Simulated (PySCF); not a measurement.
hydrogen sulfide (H2S), SMILES S. The structure is a stationary point at PBE-D3(BJ)/def2-TZVPD.

TDA-PBE0/def2-TZVPD (PySCF) puts the lowest singlet excitations at 5.95, 6.17, 7.50, 7.69, 8.01, 8.77 eV and the lowest triplet (TDA) at 5.36 eV.

Task: What are the lowest singlet roots from EOM-CCSD/aug-cc-pVDZ (PySCF)? (The exact figures need the calculation; the answer reports its results.)

Result: 6.09, 6.25, 7.86, 8.37, 8.80, 9.21 eV; triplets 5.71, 5.85, 7.83 eV. S1 differs by 0.14 eV (second minus first; roots are paired by order, and the bases may differ).
